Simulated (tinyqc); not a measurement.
CIS and TDHF on RHF in the sto-3g basis, for OH-, spin multiplicity 1, step by step. The basis has no diffuse functions, so it cannot describe the extra electron: this is an exercise in the method, not the real anion. One step of it, computed by the program tinyqc.

Task: TDHF (RPA) triplet states. B(ia,jb) = - (ib|ja); the squared energies are the eigenvalues of (A - B)(A + B); 1 hartree = 27.211386 eV.

CIS matrix A, triplet (hartree), lower triangle:
```
           1>6       2>6       3>6       4>6       5>6
1>6  19.519103
2>6   0.011719  0.860756
3>6  -0.009028  0.003627  0.265653
4>6   0.000000  0.000000  0.000000  0.099341
5>6   0.000000  0.000000  0.000000  0.000000  0.099341
```

Two-electron integrals over orbitals (pq|rs), unique and non-zero (hartree):
```
(11|11) 4.747902    (21|11) -0.455995   (21|21) 0.068697    (22|11) 1.067471
(22|21) -0.019382   (22|22) 0.749615    (31|11) 0.127214    (31|21) -0.019257
(31|22) 0.006094    (31|31) 0.011692    (32|11) -0.165327   (32|21) 0.005491
(32|22) -0.070042   (32|31) 0.008865    (32|32) 0.106505    (33|11) 0.637868
(33|21) -0.004981   (33|22) 0.537836    (33|31) -0.000053   (33|32) 0.031127
(33|33) 0.611760    (41|41) 0.025931    (42|41) 0.034803    (42|42) 0.162213
(43|41) -0.008882   (43|42) -0.036676   (43|43) 0.024758    (44|11) 1.115358
(44|21) -0.013333   (44|22) 0.777951    (44|31) 0.003765    (44|32) -0.091524
(44|33) 0.518024    (44|44) 0.880159    (51|51) 0.025931    (52|51) 0.034803
(52|52) 0.162213    (53|51) -0.008882   (53|52) -0.036676   (53|53) 0.024758
(54|54) 0.047444    (55|11) 1.115358    (55|21) -0.013333   (55|22) 0.777951
(55|31) 0.003765    (55|32) -0.091524   (55|33) 0.518024    (55|44) 0.785270
(55|55) 0.880159    (61|11) -0.098360   (61|21) 0.014864    (61|22) -0.003305
(61|31) 0.007407    (61|32) 0.019810    (61|33) -0.003383   (61|44) -0.002832
(61|55) -0.002832   (61|61) 0.024528    (62|11) 0.128246    (62|21) -0.004025
(62|22) 0.066798    (62|31) 0.015619    (62|32) 0.059105    (62|33) 0.002548
(62|44) 0.071621    (62|55) 0.071621    (62|61) 0.024877    (62|62) 0.114043
(63|11) 0.314017    (63|21) -0.004770   (63|22) 0.169561    (63|31) -0.002085
(63|32) -0.099481   (63|33) -0.030570   (63|44) 0.185530    (63|55) 0.185530
(63|61) -0.007903   (63|62) 0.013937    (63|63) 0.186636    (64|41) 0.006612
(64|42) 0.027041    (64|43) 0.015787    (64|64) 0.038013    (65|51) 0.006612
(65|52) 0.027041    (65|53) 0.015787    (65|65) 0.038013    (66|11) 0.944834
(66|21) -0.011719   (66|22) 0.676525    (66|31) 0.009028    (66|32) -0.003627
(66|33) 0.594747    (66|44) 0.671666    (66|55) 0.671666    (66|61) 0.007918
(66|62) 0.072789    (66|63) 0.087760    (66|66) 0.704337
```

Give: TDHF matrix B, triplet; squared energies w^2; TDHF energies from the positive w^2.

Result:

TDHF matrix B, triplet (hartree), lower triangle:
```
         1>6      2>6      3>6      4>6      5>6
1>6  -0.0245
2>6  -0.0249  -0.1140
3>6   0.0079  -0.0139  -0.1866
4>6   0.0000   0.0000   0.0000  -0.0380
5>6   0.0000   0.0000   0.0000   0.0000  -0.0380
```

squared energies w^2 (hartree^2): 0.0084  0.0084  0.0357  0.7276  380.9939

TDHF energies from the positive w^2 (eV): 2.4975  2.4975  5.1387  23.2104  531.1408
